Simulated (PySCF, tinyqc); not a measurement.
Worked calculation: RHF in the sto-3g basis, for LiH, spin multiplicity 1. The lowest restricted solution is unstable here: a spin-polarised one lies 0.0078 hartree lower (PySCF). Computed by tinyqc, a small Python program that keeps every step (integrals from PySCF). Settings: charge = 0, multiplicity = 1, basis = sto-3g, energy threshold = 1e-10, iteration cap = 87, orthogonalisation = symmetric, start = highest core orbitals, DIIS depth = 0, method = RHF. Command: `OMP_NUM_THREADS=1 python tinyqc.py 26110 26111 out.jsonl` (the two numbers bound the seeds that draw the settings). One thread of a shared host (Intel(R) Xeon(R) Processor @ 2.60GHz), about 0.09 s of CPU time with the checks. Later iterations appear only in the table of the cycle.

## One-electron integrals

Geometry (angstrom):
```
atom         x         y         z
Li    0.000000  0.000000  0.000000
H     0.000000  0.000000  2.249000
```

Basis sto-3g: exponents (1/bohr^2) and contraction coefficients of normalised primitives:
```
element  l (shell)   exponent  coefficient
Li           s (1)  16.119575     0.154329
Li           s (1)   2.936201     0.535328
Li           s (1)   0.794651     0.444635
Li           s (2)   0.636290    -0.099967
Li           s (2)   0.147860     0.399513
Li           s (2)   0.048089     0.700115
Li           p (3)   0.636290     0.155916
Li           p (3)   0.147860     0.607684
Li           p (3)   0.048089     0.391957
H            s (1)   3.425251     0.154329
H            s (1)   0.623914     0.535328
H            s (1)   0.168855     0.444635
```

Overlap, kinetic and nuclear-attraction integrals over the contracted functions; the nuclear repulsion is the sum of Za Zb / Rab.

nuclear repulsion = 0.70588334 hartree

overlap S:
```
           1Li 1s    1Li 2s   1Li 2px   1Li 2py   1Li 2pz     2H 1s
1Li 1s   1.000000  0.241137  0.000000  0.000000  0.000000  0.015410
1Li 2s   0.241137  1.000000  0.000000  0.000000  0.000000  0.244952
1Li 2px  0.000000  0.000000  1.000000  0.000000  0.000000  0.000000
1Li 2py  0.000000  0.000000  0.000000  1.000000  0.000000  0.000000
1Li 2pz  0.000000  0.000000  0.000000  0.000000  1.000000  0.358155
2H 1s    0.015410  0.244952  0.000000  0.000000  0.358155  1.000000
```

kinetic energy T (hartree):
```
            1Li 1s     1Li 2s   1Li 2px   1Li 2py   1Li 2pz      2H 1s
1Li 1s    3.576786  -0.020237  0.000000  0.000000  0.000000  -0.006534
1Li 2s   -0.020237   0.102163  0.000000  0.000000  0.000000   0.010176
1Li 2px   0.000000   0.000000  0.319682  0.000000  0.000000   0.000000
1Li 2py   0.000000   0.000000  0.000000  0.319682  0.000000   0.000000
1Li 2pz   0.000000   0.000000  0.000000  0.000000  0.319682   0.046133
2H 1s    -0.006534   0.010176  0.000000  0.000000  0.046133   0.760032
```

nuclear attraction V (hartree):
```
            1Li 1s     1Li 2s    1Li 2px    1Li 2py    1Li 2pz      2H 1s
1Li 1s   -8.218176  -1.021081   0.000000   0.000000  -0.008152  -0.061972
1Li 2s   -1.021081  -1.434169   0.000000   0.000000  -0.085272  -0.378373
1Li 2px   0.000000   0.000000  -1.403232   0.000000   0.000000   0.000000
1Li 2py   0.000000   0.000000   0.000000  -1.403232   0.000000   0.000000
1Li 2pz  -0.008152  -0.085272   0.000000   0.000000  -1.467063  -0.559022
2H 1s    -0.061972  -0.378373   0.000000   0.000000  -0.559022  -1.932430
```

core Hamiltonian H = T + V (hartree):
```
            1Li 1s     1Li 2s    1Li 2px    1Li 2py    1Li 2pz      2H 1s
1Li 1s   -4.641389  -1.041319   0.000000   0.000000  -0.008152  -0.068506
1Li 2s   -1.041319  -1.332005   0.000000   0.000000  -0.085272  -0.368197
1Li 2px   0.000000   0.000000  -1.083550   0.000000   0.000000   0.000000
1Li 2py   0.000000   0.000000   0.000000  -1.083550   0.000000   0.000000
1Li 2pz  -0.008152  -0.085272   0.000000   0.000000  -1.147381  -0.512888
2H 1s    -0.068506  -0.368197   0.000000   0.000000  -0.512888  -1.172398
```

## Two-electron integrals

Functions are numbered as in S; the eight-fold symmetry (ij|kl) = (ji|kl) = (kl|ij) leaves the list below.

Two-electron integrals (ij|kl) in chemists' order, unique and non-zero (hartree):
```
(11|11) 1.680395   (21|11) 0.265420   (21|21) 0.049941   (22|11) 0.397727
(22|21) 0.092860   (22|22) 0.290562   (31|31) 0.008981   (32|31) 0.013788
(32|32) 0.064184   (33|11) 0.396640   (33|21) 0.092880   (33|22) 0.290497
(33|33) 0.312946   (41|41) 0.008981   (42|41) 0.013788   (42|42) 0.064184
(43|43) 0.016869   (44|11) 0.396640   (44|21) 0.092880   (44|22) 0.290497
(44|33) 0.279207   (44|44) 0.312946   (51|51) 0.008981   (52|51) 0.013788
(52|52) 0.064184   (53|53) 0.016869   (54|54) 0.016869   (55|11) 0.396640
(55|21) 0.092880   (55|22) 0.290497   (55|33) 0.279207   (55|44) 0.279207
(55|55) 0.312946   (61|11) 0.016012   (61|21) 0.003055   (61|22) 0.005874
(61|33) 0.005800   (61|44) 0.005800   (61|51) 0.000412   (61|52) 0.000805
(61|55) 0.006026   (61|61) 0.000209   (62|11) 0.072104   (62|21) 0.017203
(62|22) 0.061806   (62|33) 0.058162   (62|44) 0.058162   (62|51) 0.002617
(62|52) 0.019576   (62|55) 0.069039   (62|61) 0.001293   (62|62) 0.027108
(63|31) 0.000955   (63|32) 0.005357   (63|53) 0.002543   (63|63) 0.001348
(64|41) 0.000955   (64|42) 0.005357   (64|54) 0.002543   (64|64) 0.001348
(65|11) 0.100384   (65|21) 0.024079   (65|22) 0.088610   (65|33) 0.082541
(65|44) 0.082541   (65|51) 0.004018   (65|52) 0.030285   (65|55) 0.100669
(65|61) 0.001844   (65|62) 0.041478   (65|65) 0.063794   (66|11) 0.235254
(66|21) 0.056708   (66|22) 0.224066   (66|33) 0.205658   (66|44) 0.205658
(66|51) 0.008110   (66|52) 0.079917   (66|55) 0.260743   (66|61) 0.004278
(66|62) 0.130599   (66|65) 0.204730   (66|66) 0.774606
```

## Orthogonalisation

S = U s U^T; symmetric (Loewdin) form X = U s^(-1/2) U^T, so that X^T S X = 1.

eigenvalues of S: 0.545530  0.806849  1.000000  1.000000  1.182804  1.464817

X:
```
            1Li 1s     1Li 2s   1Li 2px   1Li 2py    1Li 2pz      2H 1s
1Li 1s    1.023404  -0.129167  0.000000  0.000000  -0.005653   0.017837
1Li 2s   -0.129167   1.050688  0.000000  0.000000   0.039537  -0.143404
1Li 2px   0.000000   0.000000  1.000000  0.000000   0.000000   0.000000
1Li 2py   0.000000   0.000000  0.000000  1.000000   0.000000   0.000000
1Li 2pz  -0.005653   0.039537  0.000000  0.000000   1.056014  -0.204112
2H 1s     0.017837  -0.143404  0.000000  0.000000  -0.204112   1.082812
```

## Starting guess

The start is the highest orbitals of the core Hamiltonian (a deliberately bad start); D = 2 C_occ C_occ^T.

D at the start:
```
            1Li 1s     1Li 2s    1Li 2px    1Li 2py    1Li 2pz      2H 1s
1Li 1s    0.001905  -0.011925   0.000000   0.000000  -0.054273   0.057381
1Li 2s   -0.011925   0.074641   0.000000   0.000000   0.339704  -0.359161
1Li 2px   0.000000   0.000000   0.629450  -0.928812   0.000000   0.000000
1Li 2py   0.000000   0.000000  -0.928812   1.370550   0.000000   0.000000
1Li 2pz  -0.054273   0.339704   0.000000   0.000000   1.546048  -1.634600
2H 1s     0.057381  -0.359161   0.000000   0.000000  -1.634600   1.728224
```

## Iteration 1: building the Fock matrix

J_ij = sum D_kl (ij|kl), K_ij = sum D_kl (ik|jl); F = H + J - 0.5 K; E = tr D H + tr D J / 2 - 0.25 tr D K + E_nn.

Coulomb J (hartree):
```
           1Li 1s    1Li 2s    1Li 2px    1Li 2py   1Li 2pz     2H 1s
1Li 1s   1.461501  0.342881   0.000000   0.000000  0.007439  0.022274
1Li 2s   0.342881  1.104176   0.000000   0.000000  0.067247  0.311198
1Li 2px  0.000000  0.000000   1.076010  -0.031337  0.000000  0.000000
1Li 2py  0.000000  0.000000  -0.031337   1.101014  0.000000  0.000000
1Li 2pz  0.007439  0.067247   0.000000   0.000000  1.135082  0.462773
2H 1s    0.022274  0.311198   0.000000   0.000000  0.462773  1.459739
```

exchange K (hartree):
```
            1Li 1s     1Li 2s    1Li 2px    1Li 2py    1Li 2pz      2H 1s
1Li 1s    0.031106   0.043657   0.000000   0.000000  -0.002164  -0.004059
1Li 2s    0.043657   0.187596   0.000000   0.000000  -0.013299   0.037669
1Li 2px   0.000000   0.000000   0.240941  -0.274999   0.000000   0.000000
1Li 2py   0.000000   0.000000  -0.274999   0.460364   0.000000   0.000000
1Li 2pz  -0.002164  -0.013299   0.000000   0.000000   0.281897  -0.024356
2H 1s    -0.004059   0.037669   0.000000   0.000000  -0.024356   0.707364
```

Fock matrix F (hartree):
```
            1Li 1s     1Li 2s    1Li 2px    1Li 2py    1Li 2pz      2H 1s
1Li 1s   -3.195441  -0.720267   0.000000   0.000000   0.000369  -0.044203
1Li 2s   -0.720267  -0.321627   0.000000   0.000000  -0.011376  -0.075834
1Li 2px   0.000000   0.000000  -0.128011   0.106163   0.000000   0.000000
1Li 2py   0.000000   0.000000   0.106163  -0.212719   0.000000   0.000000
1Li 2pz   0.000369  -0.011376   0.000000   0.000000  -0.153248  -0.037938
2H 1s    -0.044203  -0.075834   0.000000   0.000000  -0.037938  -0.066341
```

total energy of this density = -1.76534938 hartree

## Iteration 1: diagonalisation and new density

Diagonalise F' = X^T F X, C = X C', fill 2 alpha and 2 beta electrons from the bottom; D = 2 C_occ C_occ^T. Each column has its largest component positive (the first on a tie).

F' = X^T F X (hartree):
```
           1          2          3          4          5          6
1  -3.163009  -0.316398   0.000000   0.000000  -0.000004   0.003405
2  -0.316398  -0.193779   0.000000   0.000000  -0.007225  -0.041240
3   0.000000   0.000000  -0.128011   0.106163   0.000000   0.000000
4   0.000000   0.000000   0.106163  -0.212719   0.000000   0.000000
5  -0.000004  -0.007225   0.000000   0.000000  -0.157421   0.000574
6   0.003405  -0.041240   0.000000   0.000000   0.000574  -0.050170
```

orbital energies (hartree): MO1 -3.196351, MO2 -0.284665, MO3 -0.176542, MO4 -0.155178, MO5 -0.056065, MO6 -0.036309

coefficients C:
```
               MO1        MO2        MO3        MO4       MO5        MO6
1Li 1s    1.004236   0.000000  -0.208483   0.064059  0.000000   0.091282
1Li 2s   -0.018376   0.000000   0.921556  -0.267259  0.000000  -0.470878
1Li 2px   0.000000  -0.561004   0.000000   0.000000  0.827813   0.000000
1Li 2py   0.000000   0.827813   0.000000   0.000000  0.561004   0.000000
1Li 2pz  -0.001275   0.000000   0.323189   1.010451  0.000000  -0.181544
2H 1s     0.002981   0.000000   0.119880  -0.284278  0.000000   1.067629
```

D after iteration 1:
```
            1Li 1s     1Li 2s    1Li 2px    1Li 2py    1Li 2pz      2H 1s
1Li 1s    2.016978  -0.036908   0.000000   0.000000  -0.002560   0.005987
1Li 2s   -0.036908   0.000675   0.000000   0.000000   0.000047  -0.000110
1Li 2px   0.000000   0.000000   0.629450  -0.928812   0.000000   0.000000
1Li 2py   0.000000   0.000000  -0.928812   1.370550   0.000000   0.000000
1Li 2pz  -0.002560   0.000047   0.000000   0.000000   0.000003  -0.000008
2H 1s     0.005987  -0.000110   0.000000   0.000000  -0.000008   0.000018
```

## Iteration 2: building the Fock matrix

As before.

Coulomb J (hartree):
```
            1Li 1s     1Li 2s    1Li 2px    1Li 2py    1Li 2pz     2H 1s
1Li 1s    4.163456   0.717518   0.000000   0.000000  -0.000040  0.043675
1Li 2s    0.717518   1.376602   0.000000   0.000000  -0.000058  0.260527
1Li 2px   0.000000   0.000000   1.373065  -0.031337   0.000000  0.000000
1Li 2py   0.000000   0.000000  -0.031337   1.398068   0.000000  0.000000
1Li 2pz  -0.000040  -0.000058   0.000000   0.000000   1.351829  0.365834
2H 1s     0.043675   0.260527   0.000000   0.000000   0.365834  0.881782
```

exchange K (hartree):
```
            1Li 1s     1Li 2s    1Li 2px    1Li 2py    1Li 2pz     2H 1s
1Li 1s    3.387915   0.546911   0.000000   0.000000  -0.000433  0.032591
1Li 2s    0.546911   0.222634   0.000000   0.000000  -0.000109  0.016327
1Li 2px   0.000000   0.000000   0.237254  -0.274999   0.000000  0.000000
1Li 2py   0.000000   0.000000  -0.274999   0.456677   0.000000  0.000000
1Li 2pz  -0.000433  -0.000109   0.000000   0.000000   0.050921  0.005829
2H 1s     0.032591   0.016327   0.000000   0.000000   0.005829  0.003069
```

Fock matrix F (hartree):
```
            1Li 1s     1Li 2s   1Li 2px   1Li 2py    1Li 2pz      2H 1s
1Li 1s   -2.171891  -0.597256  0.000000  0.000000  -0.007976  -0.041127
1Li 2s   -0.597256  -0.066720  0.000000  0.000000  -0.085276  -0.115834
1Li 2px   0.000000   0.000000  0.170887  0.106163   0.000000   0.000000
1Li 2py   0.000000   0.000000  0.106163  0.086179   0.000000   0.000000
1Li 2pz  -0.007976  -0.085276  0.000000  0.000000   0.178988  -0.149970
2H 1s    -0.041127  -0.115834  0.000000  0.000000  -0.149970  -0.292150
```

total energy of this density = -7.17512802 hartree

## Iteration 2: diagonalisation and new density

As before.

F' = X^T F X (hartree):
```
           1          2         3         4          5          6
1  -2.119011  -0.353116  0.000000  0.000000  -0.006209   0.014433
2  -0.353116   0.074573  0.000000  0.000000  -0.044198  -0.083842
3   0.000000   0.000000  0.170887  0.106163   0.000000   0.000000
4   0.000000   0.000000  0.106163  0.086179   0.000000   0.000000
5  -0.006209  -0.044198  0.000000  0.000000   0.246922  -0.146557
6   0.014433  -0.083842  0.000000  0.000000  -0.146557  -0.238350
```

orbital energies (hartree): MO1 -2.174523, MO2 -0.299512, MO3 0.014233, MO4 0.148039, MO5 0.242833, MO6 0.290131

coefficients C:
```
               MO1        MO2        MO3        MO4       MO5        MO6
1Li 1s    0.990909  -0.046903   0.000000  -0.282580  0.000000   0.020942
1Li 2s    0.035708   0.100949   0.000000   1.061953  0.000000  -0.059552
1Li 2px   0.000000   0.000000  -0.561004   0.000000  0.827813   0.000000
1Li 2py   0.000000   0.000000   0.827813   0.000000  0.561004   0.000000
1Li 2pz   0.006251   0.100349   0.000000   0.156385  0.000000   1.060122
2H 1s    -0.005985   0.931728   0.000000  -0.411182  0.000000  -0.444750
```

D after iteration 2:
```
            1Li 1s    1Li 2s   1Li 2px   1Li 2py   1Li 2pz      2H 1s
1Li 1s    1.968200  0.061296  0.000000  0.000000  0.002975  -0.099264
1Li 2s    0.061296  0.022931  0.000000  0.000000  0.020707   0.187687
1Li 2px   0.000000  0.000000  0.000000  0.000000  0.000000   0.000000
1Li 2py   0.000000  0.000000  0.000000  0.000000  0.000000   0.000000
1Li 2pz   0.002975  0.020707  0.000000  0.000000  0.020218   0.186922
2H 1s    -0.099264  0.187687  0.000000  0.000000  0.186922   1.736306
```

## Iteration 16 (converged): orbitals

converged F (hartree):
```
            1Li 1s     1Li 2s   1Li 2px   1Li 2py    1Li 2pz      2H 1s
1Li 1s   -2.366928  -0.643220  0.000000  0.000000   0.013806  -0.042626
1Li 2s   -0.643220  -0.207432  0.000000  0.000000  -0.058003  -0.187752
1Li 2px   0.000000   0.000000  0.159480  0.000000   0.000000   0.000000
1Li 2py   0.000000   0.000000  0.000000  0.159480   0.000000   0.000000
1Li 2pz   0.013806  -0.058003  0.000000  0.000000   0.063938  -0.185624
2H 1s    -0.042626  -0.187752  0.000000  0.000000  -0.185624  -0.073092
```

As before.

F' = X^T F X (hartree):
```
           1          2         3         4          5          6
1  -2.313341  -0.360877  0.000000  0.000000   0.011102   0.024334
2  -0.360877  -0.043154  0.000000  0.000000   0.000736  -0.188061
3   0.000000   0.000000  0.159480  0.000000   0.000000   0.000000
4   0.000000   0.000000  0.000000  0.159480   0.000000   0.000000
5   0.011102   0.000736  0.000000  0.000000   0.146089  -0.220765
6   0.024334  -0.188061  0.000000  0.000000  -0.220765   0.050453
```

orbital energies (hartree): MO1 -2.369382, MO2 -0.228991, MO3 0.069394, MO4 0.159480, MO5 0.159480, MO6 0.369025

coefficients C:
```
               MO1        MO2        MO3        MO4       MO5        MO6
1Li 1s    0.991511  -0.148598  -0.215990   0.000000  0.000000   0.112083
1Li 2s    0.033169   0.507606   0.799658   0.000000  0.000000  -0.494510
1Li 2px   0.000000   0.000000   0.000000  -0.127918  0.991785   0.000000
1Li 2py   0.000000   0.000000   0.000000   0.991785  0.127918   0.000000
1Li 2pz  -0.004351   0.321544  -0.584543   0.000000  0.000000  -0.844584
2H 1s    -0.001775   0.605113  -0.219379   0.000000  0.000000   0.905943
```

D after iteration 16:
```
            1Li 1s     1Li 2s   1Li 2px   1Li 2py    1Li 2pz      2H 1s
1Li 1s    2.010352  -0.085084  0.000000  0.000000  -0.104190  -0.183357
1Li 2s   -0.085084   0.517528  0.000000  0.000000   0.326146   0.614200
1Li 2px   0.000000   0.000000  0.000000  0.000000   0.000000   0.000000
1Li 2py   0.000000   0.000000  0.000000  0.000000   0.000000   0.000000
1Li 2pz  -0.104190   0.326146  0.000000  0.000000   0.206818   0.389156
2H 1s    -0.183357   0.614200  0.000000  0.000000   0.389156   0.732330
```

Within a degenerate level the vectors are fixed only up to a rotation; this is one choice.

## Convergence

Stop when the energy changes by less than 1e-10 hartree and every element of the error matrix X^T (F D S - S D F) X is below 3e-06.

Course of the cycle:
```
iteration  E (hartree)     change  largest element of the error matrix
1          -1.76534938          -                             1.11e-01
2          -7.17512802  -5.41e+00                             2.34e-01
3          -7.62186250  -4.47e-01                             2.74e-01
4          -7.80166972  -1.80e-01                             1.57e-02
5          -7.80203781  -3.68e-04                             2.30e-03
6          -7.80205446  -1.67e-05                             9.28e-04
7          -7.80205902  -4.56e-06                             5.12e-04
8          -7.80206036  -1.33e-06                             2.76e-04
9          -7.80206075  -3.92e-07                             1.50e-04
10         -7.80206087  -1.16e-07                             8.13e-05
11         -7.80206090  -3.41e-08                             4.41e-05
12         -7.80206091  -1.01e-08                             2.40e-05
13         -7.80206091  -2.97e-09                             1.30e-05
14         -7.80206091  -8.77e-10                             7.08e-06
15         -7.80206091  -2.59e-10                             3.84e-06
16         -7.80206091  -7.65e-11                             2.09e-06
```

PySCF RHF in the same basis = -7.80206092 hartree

Converged in 16 iterations.

## Populations, bond orders and dipole

Mulliken: Z minus the diagonal of D S on the atom; Loewdin: the same with S^(1/2) D S^(1/2); Mayer order: 2 sum_s sum (D(s) S)_ij (D(s) S)_ji over the two atoms.

Charges (e):
```
atom   Mulliken    Loewdin
1Li    0.019333   0.016747
2H    -0.019333  -0.016747
```

Mayer bond orders:
```
pair     order
2-1   0.999626
```

dipole moment about the origin, x y z (debye): 0.000000  0.000000  -5.109730
